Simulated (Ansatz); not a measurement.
## Ansatz (development build ahead of 0.2.0) run

```yaml
crystal:
  periodic: [false, false, false]
  atoms:
    - { symbol: B, position_ang: [0.0, 0.0, 0.0] }
    - { symbol: H, position_ang: [1.30306, 0.0, 0.0] }
    - { symbol: H, position_ang: [-0.65153, 1.12848, 0.0] }
    - { symbol: H, position_ang: [-0.65153, -1.12848, 0.0] }
basis:
  gaussian: { orbitals: cc-pVDZ }
hamiltonian:
  xc: hf
correlation:
  method: mp2
  frozen_orbitals: { B: 1, H: 0 }
```

The input is written out in the form of the current development build from the run's settings.

Results

| Item | Value |
| --- | --- |
| Converged | yes |
| Reference energy | -26.37738 hartree |
| Correlation energy | -0.09396 hartree |
| Total energy | -26.47134 hartree |
| Spin squared of the determinant | 0.000 |
